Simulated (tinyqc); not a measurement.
UHF in the sto-3g basis, for LiH+, spin multiplicity 2, step by step (part 2 of 3). Computed by tinyqc, a small Python program that keeps every step (integrals from PySCF). Command: `OMP_NUM_THREADS=1 python tinyqc.py 21120 21121 out.jsonl` (the two numbers bound the seeds that draw the settings). One thread of a shared host (Intel(R) Xeon(R) Processor @ 2.60GHz), about 0.1 s of CPU time with the checks.

Geometry (angstrom):
```
atom        x        y        z
Li    0.00000  0.00000  0.00000
H     0.00000  0.00000  1.75200
```

## Iteration 2: diagonalisation and new density

extrapolated F(alpha) (hartree):
```
           1Li 1s    1Li 2s   1Li 2px   1Li 2py   1Li 2pz     2H 1s
1Li 1s   -2.97135  -0.75439   0.00000   0.00000  -0.00633  -0.16180
1Li 2s   -0.75439  -0.52561   0.00000   0.00000  -0.13074  -0.38878
1Li 2px   0.00000   0.00000  -0.12746   0.00000   0.00000   0.00000
1Li 2py   0.00000   0.00000   0.00000  -0.12746   0.00000   0.00000
1Li 2pz  -0.00633  -0.13074   0.00000   0.00000  -0.27372  -0.42452
2H 1s    -0.16180  -0.38878   0.00000   0.00000  -0.42452  -0.66151
```

extrapolated F(beta) (hartree):
```
           1Li 1s    1Li 2s   1Li 2px   1Li 2py   1Li 2pz     2H 1s
1Li 1s   -2.61490  -0.70370   0.00000   0.00000  -0.00400  -0.14864
1Li 2s   -0.70370  -0.40931   0.00000   0.00000  -0.04125  -0.21814
1Li 2px   0.00000   0.00000  -0.10830   0.00000   0.00000   0.00000
1Li 2py   0.00000   0.00000   0.00000  -0.10830   0.00000   0.00000
1Li 2pz  -0.00400  -0.04125   0.00000   0.00000  -0.16118  -0.22441
2H 1s    -0.14864  -0.21814   0.00000   0.00000  -0.22441  -0.22974
```

X:
```
           1Li 1s    1Li 2s  1Li 2px  1Li 2py   1Li 2pz     2H 1s
1Li 1s    1.02328  -0.13029  0.00000  0.00000  -0.00675   0.01371
1Li 2s   -0.13029   1.09118  0.00000  0.00000   0.09052  -0.23912
1Li 2px   0.00000   0.00000  1.00000  0.00000   0.00000   0.00000
1Li 2py   0.00000   0.00000  0.00000  1.00000   0.00000   0.00000
1Li 2pz  -0.00675   0.09052  0.00000  0.00000   1.11979  -0.31743
2H 1s     0.01371  -0.23912  0.00000  0.00000  -0.31743   1.18634
```

Diagonalise F' = X^T F X, C = X C', fill 2 alpha and 1 beta electrons from the bottom; D(s) = C_occ C_occ^T. Each column has its largest component positive (the first on a tie).

F' = X^T F X (alpha) (hartree):
```
          1         2         3         4         5         6
1  -2.92245  -0.35928   0.00000   0.00000   0.00163  -0.01687
2  -0.35928  -0.31633   0.00000   0.00000  -0.01593  -0.22674
3   0.00000   0.00000  -0.12746   0.00000   0.00000   0.00000
4   0.00000   0.00000   0.00000  -0.12746   0.00000   0.00000
5   0.00163  -0.01593   0.00000   0.00000  -0.11637  -0.28143
6  -0.01687  -0.22674   0.00000   0.00000  -0.28143  -0.46900
```

orbital energies (alpha) (hartree): MO1 -2.97197, MO2 -0.71744, MO3 -0.20576, MO4 -0.12746, MO5 -0.12746, MO6 0.07102

coefficients C (alpha):
```
             MO1       MO2       MO3       MO4      MO5       MO6
1Li 1s   0.99620  -0.12008  -0.22271   0.00000  0.00000  -0.08877
1Li 2s   0.01457   0.29974   0.93993   0.00000  0.00000   0.54726
1Li 2px  0.00000   0.00000   0.00000  -0.59312  0.80512   0.00000
1Li 2py  0.00000   0.00000   0.00000   0.80512  0.59312   0.00000
1Li 2pz  0.00183   0.21952  -0.40089   0.00000  0.00000   1.07425
2H 1s    0.00326   0.74568  -0.28955   0.00000  0.00000  -0.96210
```

F' = X^T F X (beta) (hartree):
```
          1         2         3         4         5         6
1  -2.56081  -0.36365   0.00000   0.00000  -0.00414  -0.02382
2  -0.36365  -0.23988   0.00000   0.00000   0.02725  -0.14869
3   0.00000   0.00000  -0.10830   0.00000   0.00000   0.00000
4   0.00000   0.00000   0.00000  -0.10830   0.00000   0.00000
5  -0.00414   0.02725   0.00000   0.00000  -0.06474  -0.19581
6  -0.02382  -0.14869   0.00000   0.00000  -0.19581  -0.07714
```

orbital energies (beta) (hartree): MO1 -2.61730, MO2 -0.32847, MO3 -0.16474, MO4 -0.10830, MO5 -0.10830, MO6 0.16794

coefficients C (beta):
```
              MO1       MO2       MO3       MO4      MO5       MO6
1Li 1s    0.99158  -0.17416  -0.20323   0.00000  0.00000   0.09727
1Li 2s    0.03317   0.52420   0.80369   0.00000  0.00000  -0.59264
1Li 2px   0.00000   0.00000   0.00000   0.79534  0.60617   0.00000
1Li 2py   0.00000   0.00000   0.00000  -0.60617  0.79534   0.00000
1Li 2pz   0.00285   0.33230  -0.57868   0.00000  0.00000  -0.95792
2H 1s    -0.00161   0.52316  -0.23709   0.00000  0.00000   1.11158
```

D(alpha) after iteration 2:
```
           1Li 1s    1Li 2s  1Li 2px  1Li 2py   1Li 2pz     2H 1s
1Li 1s    1.00684  -0.02148  0.00000  0.00000  -0.02454  -0.08629
1Li 2s   -0.02148   0.09006  0.00000  0.00000   0.06582   0.22356
1Li 2px   0.00000   0.00000  0.00000  0.00000   0.00000   0.00000
1Li 2py   0.00000   0.00000  0.00000  0.00000   0.00000   0.00000
1Li 2pz  -0.02454   0.06582  0.00000  0.00000   0.04819   0.16369
2H 1s    -0.08629   0.22356  0.00000  0.00000   0.16369   0.55604
```

D(beta) after iteration 2:
```
           1Li 1s    1Li 2s  1Li 2px  1Li 2py  1Li 2pz     2H 1s
1Li 1s    0.98322   0.03289  0.00000  0.00000  0.00283  -0.00160
1Li 2s    0.03289   0.00110  0.00000  0.00000  0.00009  -0.00005
1Li 2px   0.00000   0.00000  0.00000  0.00000  0.00000   0.00000
1Li 2py   0.00000   0.00000  0.00000  0.00000  0.00000   0.00000
1Li 2pz   0.00283   0.00009  0.00000  0.00000  0.00001   0.00000
2H 1s    -0.00160  -0.00005  0.00000  0.00000  0.00000   0.00000
```

Within a degenerate level the vectors are fixed only up to a rotation; this is one choice.

## Iteration 3: building the Fock matrix

core Hamiltonian H = T + V (hartree):
```
           1Li 1s    1Li 2s   1Li 2px   1Li 2py   1Li 2pz     2H 1s
1Li 1s   -4.70814  -1.05741   0.00000   0.00000  -0.01343  -0.21645
1Li 2s   -1.05741  -1.37944   0.00000   0.00000  -0.11348  -0.60297
1Li 2px   0.00000   0.00000  -1.12206   0.00000   0.00000   0.00000
1Li 2py   0.00000   0.00000   0.00000  -1.12206   0.00000   0.00000
1Li 2pz  -0.01343  -0.11348   0.00000   0.00000  -1.21265  -0.76024
2H 1s    -0.21645  -0.60297   0.00000   0.00000  -0.76024  -1.37153
```

Two-electron integrals (ij|kl) in chemists' order, unique and non-zero (hartree):
```
(11|11) 1.68040   (21|11) 0.26542   (21|21) 0.04994   (22|11) 0.39773
(22|21) 0.09286   (22|22) 0.29056   (31|31) 0.00898   (32|31) 0.01379
(32|32) 0.06418   (33|11) 0.39664   (33|21) 0.09288   (33|22) 0.29050
(33|33) 0.31295   (41|41) 0.00898   (42|41) 0.01379   (42|42) 0.06418
(43|43) 0.01687   (44|11) 0.39664   (44|21) 0.09288   (44|22) 0.29050
(44|33) 0.27921   (44|44) 0.31295   (51|51) 0.00898   (52|51) 0.01379
(52|52) 0.06418   (53|53) 0.01687   (54|54) 0.01687   (55|11) 0.39664
(55|21) 0.09288   (55|22) 0.29050   (55|33) 0.27921   (55|44) 0.27921
(55|55) 0.31295   (61|11) 0.05111   (61|21) 0.00967   (61|22) 0.01835
(61|33) 0.01813   (61|44) 0.01813   (61|51) 0.00115   (61|52) 0.00225
(61|55) 0.01878   (61|61) 0.00205   (62|11) 0.12803   (62|21) 0.03029
(62|22) 0.10120   (62|33) 0.09586   (62|44) 0.09586   (62|51) 0.00489
(62|52) 0.03044   (62|55) 0.11178   (62|61) 0.00703   (62|62) 0.05982
(63|31) 0.00234   (63|32) 0.01111   (63|53) 0.00460   (63|63) 0.00410
(64|41) 0.00234   (64|42) 0.01111   (64|54) 0.00460   (64|64) 0.00410
(65|11) 0.16101   (65|21) 0.03847   (65|22) 0.13322   (65|33) 0.12416
(65|44) 0.12416   (65|51) 0.00757   (65|52) 0.04666   (65|55) 0.15121
(65|61) 0.00925   (65|62) 0.08598   (65|65) 0.12512   (66|11) 0.30146
(66|21) 0.07251   (66|22) 0.26677   (66|33) 0.24336   (66|44) 0.24336
(66|51) 0.01300   (66|52) 0.10044   (66|55) 0.31334   (66|61) 0.01746
(66|62) 0.19849   (66|65) 0.29583   (66|66) 0.77461
```

nuclear repulsion = 0.9061254 hartree

J_ij = sum D_kl (ij|kl) with D = D(alpha) + D(beta), K_ij = sum D_kl (ik|jl) for each spin; F = H + J - K(s); E = tr D H + tr D J / 2 - 0.5 sum_s tr D(s) K(s) + E_nn.

Coulomb J (hartree):
```
          1Li 1s   1Li 2s  1Li 2px  1Li 2py  1Li 2pz    2H 1s
1Li 1s   3.67411  0.60703  0.00000  0.00000  0.01312  0.12027
1Li 2s   0.60703  1.06807  0.00000  0.00000  0.09220  0.43791
1Li 2px  0.00000  0.00000  1.04703  0.00000  0.00000  0.00000
1Li 2py  0.00000  0.00000  0.00000  1.04703  0.00000  0.00000
1Li 2pz  0.01312  0.09220  0.00000  0.00000  1.10342  0.58882
2H 1s    0.12027  0.43791  0.00000  0.00000  0.58882  1.26689
```

exchange K(alpha) (hartree):
```
          1Li 1s   1Li 2s  1Li 2px  1Li 2py  1Li 2pz    2H 1s
1Li 1s   1.68244  0.27071  0.00000  0.00000  0.00163  0.05541
1Li 2s   0.27071  0.15880  0.00000  0.00000  0.12732  0.23686
1Li 2px  0.00000  0.00000  0.02339  0.00000  0.00000  0.00000
1Li 2py  0.00000  0.00000  0.00000  0.02339  0.00000  0.00000
1Li 2pz  0.00163  0.12732  0.00000  0.00000  0.16795  0.29684
2H 1s    0.05541  0.23686  0.00000  0.00000  0.29684  0.63734
```

exchange K(beta) (hartree):
```
          1Li 1s   1Li 2s  1Li 2px  1Li 2py  1Li 2pz    2H 1s
1Li 1s   1.66955  0.27557  0.00000  0.00000  0.00090  0.05479
1Li 2s   0.27557  0.05542  0.00000  0.00000  0.00026  0.01121
1Li 2px  0.00000  0.00000  0.00980  0.00000  0.00000  0.00000
1Li 2py  0.00000  0.00000  0.00000  0.00980  0.00000  0.00000
1Li 2pz  0.00090  0.00026  0.00000  0.00000  0.00978  0.00145
2H 1s    0.05479  0.01121  0.00000  0.00000  0.00145  0.00254
```

F(alpha) (hartree):
```
           1Li 1s    1Li 2s   1Li 2px   1Li 2py   1Li 2pz     2H 1s
1Li 1s   -2.71647  -0.72109   0.00000   0.00000  -0.00195  -0.15158
1Li 2s   -0.72109  -0.47017   0.00000   0.00000  -0.14860  -0.40193
1Li 2px   0.00000   0.00000  -0.09843   0.00000   0.00000   0.00000
1Li 2py   0.00000   0.00000   0.00000  -0.09843   0.00000   0.00000
1Li 2pz  -0.00195  -0.14860   0.00000   0.00000  -0.27718  -0.46826
2H 1s    -0.15158  -0.40193   0.00000   0.00000  -0.46826  -0.74198
```

F(beta) (hartree):
```
           1Li 1s    1Li 2s   1Li 2px   1Li 2py   1Li 2pz     2H 1s
1Li 1s   -2.70358  -0.72595   0.00000   0.00000  -0.00121  -0.15097
1Li 2s   -0.72595  -0.36679   0.00000   0.00000  -0.02154  -0.17628
1Li 2px   0.00000   0.00000  -0.08483   0.00000   0.00000   0.00000
1Li 2py   0.00000   0.00000   0.00000  -0.08483   0.00000   0.00000
1Li 2pz  -0.00121  -0.02154   0.00000   0.00000  -0.11901  -0.17286
2H 1s    -0.15097  -0.17628   0.00000   0.00000  -0.17286  -0.10717
```

total energy of this density = -7.6137591 hartree

## Iteration 3: DIIS over 3 matrices

error matrix X^T (FDS - SDF) X (alpha):
```
          1         2        3        4         5         6
1   0.00000   0.02859  0.00000  0.00000  -0.00873  -0.01676
2  -0.02859   0.00000  0.00000  0.00000   0.01377   0.04271
3   0.00000   0.00000  0.00000  0.00000   0.00000   0.00000
4   0.00000   0.00000  0.00000  0.00000   0.00000   0.00000
5   0.00873  -0.01377  0.00000  0.00000   0.00000   0.01350
6   0.01676  -0.04271  0.00000  0.00000  -0.01350   0.00000
```

B (overlaps of the stored error matrices):
```
               1              2              3
1  2.9728104e-02  3.3364918e-03  9.2154307e-04
2  3.3364918e-03  2.1212163e-02  1.1961941e-02
3  9.2154307e-04  1.1961941e-02  6.7981793e-03
```

Minimise |sum c_i e_i|^2 with sum c_i = 1: solve [B -1; -1 0][c; lambda] = [0; -1] with B_ij = tr e_i^T e_j summed over both spins, and take F = sum c_i F_i.

DIIS coefficients: 0.07319  -1.21439  2.14120

extrapolated F(alpha) (hartree):
```
           1Li 1s    1Li 2s   1Li 2px   1Li 2py   1Li 2pz     2H 1s
1Li 1s   -2.76944  -0.73417   0.00000   0.00000  -0.00025  -0.15298
1Li 2s   -0.73417  -0.45831   0.00000   0.00000  -0.13175  -0.38491
1Li 2px   0.00000   0.00000  -0.10260   0.00000   0.00000   0.00000
1Li 2py   0.00000   0.00000   0.00000  -0.10260   0.00000   0.00000
1Li 2pz  -0.00025  -0.13175   0.00000   0.00000  -0.28204  -0.46894
2H 1s    -0.15298  -0.38491   0.00000   0.00000  -0.46894  -0.74597
```

extrapolated F(beta) (hartree):
```
           1Li 1s    1Li 2s   1Li 2px   1Li 2py   1Li 2pz     2H 1s
1Li 1s   -2.70180  -0.72360   0.00000   0.00000  -0.00046  -0.14994
1Li 2s   -0.72360  -0.37637   0.00000   0.00000  -0.01937  -0.17580
1Li 2px   0.00000   0.00000  -0.09353   0.00000   0.00000   0.00000
1Li 2py   0.00000   0.00000   0.00000  -0.09353   0.00000   0.00000
1Li 2pz  -0.00046  -0.01937   0.00000   0.00000  -0.12418  -0.16880
2H 1s    -0.14994  -0.17580   0.00000   0.00000  -0.16880  -0.08388
```

## Iteration 3: diagonalisation and new density

As before.

F' = X^T F X (alpha) (hartree):
```
          1         2         3         4         5         6
1  -2.71514  -0.37409   0.00000   0.00000   0.00540  -0.00969
2  -0.37409  -0.24331   0.00000   0.00000  -0.00676  -0.22321
3   0.00000   0.00000  -0.10260   0.00000   0.00000   0.00000
4   0.00000   0.00000   0.00000  -0.10260   0.00000   0.00000
5   0.00540  -0.00676   0.00000   0.00000  -0.10368  -0.31056
6  -0.00969  -0.22321   0.00000   0.00000  -0.31056  -0.55362
```

orbital energies (alpha) (hartree): MO1 -2.77133, MO2 -0.77946, MO3 -0.15748, MO4 -0.10260, MO5 -0.10260, MO6 0.09253

coefficients C (alpha):
```
             MO1       MO2       MO3       MO4      MO5       MO6
1Li 1s   0.99279  -0.09828  -0.23983   0.00000  0.00000  -0.10728
1Li 2s   0.02813   0.18546   0.93722   0.00000  0.00000   0.59955
1Li 2px  0.00000   0.00000   0.00000  -0.41337  0.91056   0.00000
1Li 2py  0.00000   0.00000   0.00000   0.91056  0.41337   0.00000
1Li 2pz  0.00129   0.20252  -0.42744   0.00000  0.00000   1.06733
2H 1s    0.00087   0.81508  -0.17852   0.00000  0.00000  -0.93236
```

F' = X^T F X (beta) (hartree):
```
          1         2         3         4         5         6
1  -2.64612  -0.37748   0.00000   0.00000  -0.00266  -0.02580
2  -0.37748  -0.20817   0.00000   0.00000   0.03991  -0.14077
3   0.00000   0.00000  -0.09353   0.00000   0.00000   0.00000
4   0.00000   0.00000   0.00000  -0.09353   0.00000   0.00000
5  -0.00266   0.03991   0.00000   0.00000  -0.04094  -0.18383
6  -0.02580  -0.14077   0.00000   0.00000  -0.18383   0.07122
```

orbital energies (beta) (hartree): MO1 -2.70401, MO2 -0.23273, MO3 -0.13930, MO4 -0.09353, MO5 -0.09353, MO6 0.25202

coefficients C (beta):
```
              MO1       MO2       MO3       MO4      MO5       MO6
1Li 1s    0.99212  -0.21276   0.16294   0.00000  0.00000   0.09057
1Li 2s    0.03135   0.71100  -0.65293   0.00000  0.00000  -0.58326
1Li 2px   0.00000   0.00000   0.00000   0.71155  0.70264   0.00000
1Li 2py   0.00000   0.00000   0.00000  -0.70264  0.71155   0.00000
1Li 2pz   0.00149   0.31653   0.70345   0.00000  0.00000  -0.87629
2H 1s    -0.00244   0.36457   0.22810   0.00000  0.00000   1.17498
```

D(alpha) after iteration 3:
```
           1Li 1s   1Li 2s  1Li 2px  1Li 2py   1Li 2pz     2H 1s
1Li 1s    0.99529  0.00970  0.00000  0.00000  -0.01862  -0.07924
1Li 2s    0.00970  0.03519  0.00000  0.00000   0.03759   0.15119
1Li 2px   0.00000  0.00000  0.00000  0.00000   0.00000   0.00000
1Li 2py   0.00000  0.00000  0.00000  0.00000   0.00000   0.00000
1Li 2pz  -0.01862  0.03759  0.00000  0.00000   0.04101   0.16507
2H 1s    -0.07924  0.15119  0.00000  0.00000   0.16507   0.66435
```

D(beta) after iteration 3:
```
           1Li 1s    1Li 2s  1Li 2px  1Li 2py  1Li 2pz     2H 1s
1Li 1s    0.98430   0.03110  0.00000  0.00000  0.00147  -0.00242
1Li 2s    0.03110   0.00098  0.00000  0.00000  0.00005  -0.00008
1Li 2px   0.00000   0.00000  0.00000  0.00000  0.00000   0.00000
1Li 2py   0.00000   0.00000  0.00000  0.00000  0.00000   0.00000
1Li 2pz   0.00147   0.00005  0.00000  0.00000  0.00000   0.00000
2H 1s    -0.00242  -0.00008  0.00000  0.00000  0.00000   0.00001
```

Within a degenerate level the vectors are fixed only up to a rotation; this is one choice.

## Iteration 4: building the Fock matrix

As before.

Coulomb J (hartree):
```
          1Li 1s   1Li 2s  1Li 2px  1Li 2py  1Li 2pz    2H 1s
1Li 1s   3.66259  0.60511  0.00000  0.00000  0.01315  0.11997
1Li 2s   0.60511  1.06614  0.00000  0.00000  0.09532  0.44347
1Li 2px  0.00000  0.00000  1.04340  0.00000  0.00000  0.00000
1Li 2py  0.00000  0.00000  0.00000  1.04340  0.00000  0.00000
1Li 2pz  0.01315  0.09532  0.00000  0.00000  1.10491  0.59847
2H 1s    0.11997  0.44347  0.00000  0.00000  0.59847  1.30171
```

exchange K(alpha) (hartree):
```
          1Li 1s   1Li 2s  1Li 2px  1Li 2py  1Li 2pz    2H 1s
1Li 1s   1.67633  0.27463  0.00000  0.00000  0.00026  0.05543
1Li 2s   0.27463  0.13996  0.00000  0.00000  0.11593  0.22668
1Li 2px  0.00000  0.00000  0.01939  0.00000  0.00000  0.00000
1Li 2py  0.00000  0.00000  0.00000  0.01939  0.00000  0.00000
1Li 2pz  0.00026  0.11593  0.00000  0.00000  0.17026  0.30929
2H 1s    0.05543  0.22668  0.00000  0.00000  0.30929  0.68506
```

exchange K(beta) (hartree):
```
          1Li 1s   1Li 2s  1Li 2px  1Li 2py  1Li 2pz    2H 1s
1Li 1s   1.67032  0.27493  0.00000  0.00000  0.00021  0.05412
1Li 2s   0.27493  0.05506  0.00000  0.00000  0.00006  0.01098
1Li 2px  0.00000  0.00000  0.00975  0.00000  0.00000  0.00000
1Li 2py  0.00000  0.00000  0.00000  0.00975  0.00000  0.00000
1Li 2pz  0.00021  0.00006  0.00000  0.00000  0.00972  0.00137
2H 1s    0.05412  0.01098  0.00000  0.00000  0.00137  0.00244
```

F(alpha) (hartree):
```
           1Li 1s    1Li 2s   1Li 2px   1Li 2py   1Li 2pz     2H 1s
1Li 1s   -2.72188  -0.72694   0.00000   0.00000  -0.00054  -0.15192
1Li 2s   -0.72694  -0.45325   0.00000   0.00000  -0.13409  -0.38619
1Li 2px   0.00000   0.00000  -0.09805   0.00000   0.00000   0.00000
1Li 2py   0.00000   0.00000   0.00000  -0.09805   0.00000   0.00000
1Li 2pz  -0.00054  -0.13409   0.00000   0.00000  -0.27800  -0.47106
2H 1s    -0.15192  -0.38619   0.00000   0.00000  -0.47106  -0.75488
```

F(beta) (hartree):
```
           1Li 1s    1Li 2s   1Li 2px   1Li 2py   1Li 2pz     2H 1s
1Li 1s   -2.71587  -0.72723   0.00000   0.00000  -0.00049  -0.15060
1Li 2s   -0.72723  -0.36835   0.00000   0.00000  -0.01822  -0.17049
1Li 2px   0.00000   0.00000  -0.08841   0.00000   0.00000   0.00000
1Li 2py   0.00000   0.00000   0.00000  -0.08841   0.00000   0.00000
1Li 2pz  -0.00049  -0.01822   0.00000   0.00000  -0.11746  -0.16314
2H 1s    -0.15060  -0.17049   0.00000   0.00000  -0.16314  -0.07226
```

total energy of this density = -7.6196925 hartree

## Iteration 4: DIIS over 4 matrices

error matrix X^T (FDS - SDF) X (alpha):
```
          1         2        3        4         5         6
1   0.00000   0.00478  0.00000  0.00000  -0.00055  -0.00202
2  -0.00478   0.00000  0.00000  0.00000   0.00003   0.00343
3   0.00000   0.00000  0.00000  0.00000   0.00000   0.00000
4   0.00000   0.00000  0.00000  0.00000   0.00000   0.00000
5   0.00055  -0.00003  0.00000  0.00000   0.00000   0.00435
6   0.00202  -0.00343  0.00000  0.00000  -0.00435   0.00000
```

B (overlaps of the stored error matrices):
```
                1              2              3               4
1   2.9728104e-02  3.3364918e-03  9.2154307e-04  -4.8632663e-04
2   3.3364918e-03  2.1212163e-02  1.1961941e-02   1.2973597e-03
3   9.2154307e-04  1.1961941e-02  6.7981793e-03   7.6512340e-04
4  -4.8632663e-04  1.2973597e-03  7.6512340e-04   1.1618887e-04
```

As before.

DIIS coefficients: 0.02396  -0.03397  -0.06072  1.07073

extrapolated F(alpha) (hartree):
```
           1Li 1s    1Li 2s   1Li 2px   1Li 2py   1Li 2pz     2H 1s
1Li 1s   -2.73774  -0.72969   0.00000   0.00000  -0.00056  -0.15252
1Li 2s   -0.72969  -0.45420   0.00000   0.00000  -0.13129  -0.38353
1Li 2px   0.00000   0.00000  -0.09969   0.00000   0.00000   0.00000
1Li 2py   0.00000   0.00000   0.00000  -0.09969   0.00000   0.00000
1Li 2pz  -0.00056  -0.13129   0.00000   0.00000  -0.27814  -0.46911
2H 1s    -0.15252  -0.38353   0.00000   0.00000  -0.46911  -0.75199
```

extrapolated F(beta) (hartree):
```
           1Li 1s    1Li 2s   1Li 2px   1Li 2py   1Li 2pz     2H 1s
1Li 1s   -2.71223  -0.72609   0.00000   0.00000  -0.00053  -0.15041
1Li 2s   -0.72609  -0.37109   0.00000   0.00000  -0.01885  -0.17215
1Li 2px   0.00000   0.00000  -0.09028   0.00000   0.00000   0.00000
1Li 2py   0.00000   0.00000   0.00000  -0.09028   0.00000   0.00000
1Li 2pz  -0.00053  -0.01885   0.00000   0.00000  -0.11972  -0.16480
2H 1s    -0.15041  -0.17215   0.00000   0.00000  -0.16480  -0.07467
```
